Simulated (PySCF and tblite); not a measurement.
Values are calculated unless marked as measured or tabulated.
C₃H₆Cl₂, numbered as in [CH3:1][C@H:2]([Cl:3])[CH2:4][Cl:5].

Search: ETKDG and KDG, MMFF94s, GFN2-xTB, 90 starts; geometries at PBE0-D3(BJ)/def2-SVP. Free energies are PBE0-D3(BJ)/def2-TZVP single points with GFN2-xTB rigid-rotor and vibrational terms (modes under about 100 cm⁻¹ blended into free rotors). Symmetry numbers and mirror images are counted. Conformers within 4 kcal/mol (GFN2-xTB free energy) were kept, 5 at most. GIAO shieldings: PBE0/pcSseg-1. Shifts are against TMS (¹H), TMS (¹³C) at the same level; of two unlike H on one atom, a is the less shielded. (PySCF 2.14, tblite 0.8.)

Torsions listed: Cl3–C2–C4–Cl5.

```
conformer  shape  symmetry  E(GFN2) kcal/mol  E(DFT) kcal/mol
        1   173°        C1              0.00             0.00
        2    65°        C1              1.55             1.53
        3   -67°        C1              1.71             1.46
```

(1) How much do the weights at 298.15 K and the averaged shift of H4a depend on how the conformers are weighted?

Results:

(1) 
| weighting | 1 (%) | 2 (%) | 3 (%) | δ (ppm) | rms dipole (D) |
| --- | --- | --- | --- | --- | --- |
| DFT energy with thermal terms, symmetry and mirror images (full scheme) | 86 | 7 | 7 | 3.51 | 1.19 |
| DFT energy with symmetry and mirror images | 86 | 6 | 7 | 3.52 | 1.17 |
| bare DFT energy | 86 | 6 | 7 | 3.52 | 1.17 |
| GFN2-xTB energy with symmetry and mirror images | 89 | 7 | 5 | 3.52 | 1.09 |
| GFN2-xTB free energy | 88 | 7 | 5 | 3.52 | 1.12 |
| leading conformer alone | 100 | 0 | 0 | 3.55 | 0.52 |
| equal weights | 33 | 33 | 33 | 3.38 | 2.37 |
| full scheme, search stopped after three starts | 92 | 0 | 8 | 3.54 | 0.91 |

The largest departure from the full scheme, 0.13 ppm, comes with: equal weights.
